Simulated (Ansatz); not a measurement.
Born–Oppenheimer molecular dynamics of AlFH₂O (5 atoms, charge 0, multiplicity 1). It starts from a rough guess of a transition structure, not a stationary point.

The calculation used UKS PBE/def2-SVP in Ansatz.

| Property | Result |
| --- | --- |
| ensemble | NVE (velocity Verlet) |
| time step | 0.5 fs |
| steps asked | 150 |
| starting velocities drawn for | 1000 K |
| seed | 195593 |

First frame:

```xyz
5
Properties=species:S:1:pos:R:3
Al -0.385 0.147 -0.537
F 0.479 0.394 1.372
O 0.532 -1.175 -0.443
H 0.713 -0.553 0.657
H -1.340 1.187 -1.050
```

(1) How far do the bonds stretch over the last three quarters of this one trajectory? (Pairs bonded in most of those frames.)

## Answers

(1) 
```
  bond  mean (Å)  spread (Å)  shortest  longest
Al1–F2     1.840       0.215      1.43     2.09
Al1–O3     1.797       0.131      1.56     1.97
Al1–H5     1.592       0.079      1.47     1.72
 O3–H4     0.983       0.055      0.90     1.06
```

Mean temperature of the second half: 3704 K. The conserved energy stayed within 1.3 meV per atom of its start (net change -0.26 meV per atom), so the integration is sound. The kinetic energy rose, since the run started high on the potential surface and went downhill. A run of 0.075 ps of so small a system gives no equilibrium averages. The orbitals were unrestricted but ended closed-shell.

Time of the run: 3.7 min on 1 thread of Arm Neoverse V2, on a shared host, peak memory 0.11 GiB.
